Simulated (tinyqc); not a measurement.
Inside a calculation. Method: UHF in the sto-6g basis, for NH3+, spin multiplicity 2. Computed by tinyqc, a small Python program that keeps every step (integrals from PySCF). Settings: charge = 1, multiplicity = 2, basis = sto-6g, energy threshold = 1e-08, iteration cap = 60, orthogonalisation = symmetric, start = core, DIIS depth = 0, damping = 0.5, method = UHF. Command: `OMP_NUM_THREADS=1 python tinyqc.py 26979 26980 out.jsonl` (the two numbers bound the seeds that draw the settings). One thread of a shared host (Intel(R) Xeon(R) Processor @ 2.60GHz), about 0.2 s of CPU time with the checks.

Geometry (angstrom):
```
atom,x,y,z
N,0.00000,0.00000,0.22600
H,1.26300,0.00000,0.00000
H,-0.63200,1.09400,0.00000
H,-0.63200,-1.09400,0.00000
```

Stop when the energy changes by less than 1e-08 hartree and every element of the error matrix X^T (F D S - S D F) X (for each spin) is below 3e-05.

Course of the cycle:
```
iteration,E (hartree),change,largest element of the error matrix
1,-53.9582734,-,2.67e-01
2,-54.7511706,-7.93e-01,1.30e-01
3,-55.1766128,-4.25e-01,6.21e-02
4,-55.4011025,-2.24e-01,3.04e-02
5,-55.5168336,-1.16e-01,1.61e-02
6,-55.5757632,-5.89e-02,9.75e-03
7,-55.6056091,-2.98e-02,6.61e-03
8,-55.6207084,-1.51e-02,5.10e-03
9,-55.6283626,-7.65e-03,4.26e-03
10,-55.6322621,-3.90e-03,3.72e-03
11,-55.6342661,-2.00e-03,3.32e-03
12,-55.6353101,-1.04e-03,3.00e-03
13,-55.6358651,-5.55e-04,2.72e-03
14,-55.6361689,-3.04e-04,2.46e-03
...,...,...,...
44,-55.6366889,-1.15e-07,1.10e-04
45,-55.6366890,-9.32e-08,9.85e-05
46,-55.6366891,-7.54e-08,8.86e-05
47,-55.6366892,-6.10e-08,7.97e-05
48,-55.6366892,-4.93e-08,7.17e-05
49,-55.6366893,-3.99e-08,6.45e-05
50,-55.6366893,-3.23e-08,5.80e-05
51,-55.6366893,-2.61e-08,5.22e-05
52,-55.6366893,-2.11e-08,4.69e-05
53,-55.6366893,-1.71e-08,4.22e-05
54,-55.6366894,-1.38e-08,3.79e-05
55,-55.6366894,-1.12e-08,3.41e-05
56,-55.6366894,-9.02e-09,3.07e-05
57,-55.6366894,-7.30e-09,2.76e-05
```

Can the last value be used, and what does the course show?

Yes. Converged in 57 iterations. PySCF UHF in the same basis, after a stability check = -55.6366894 hartree.
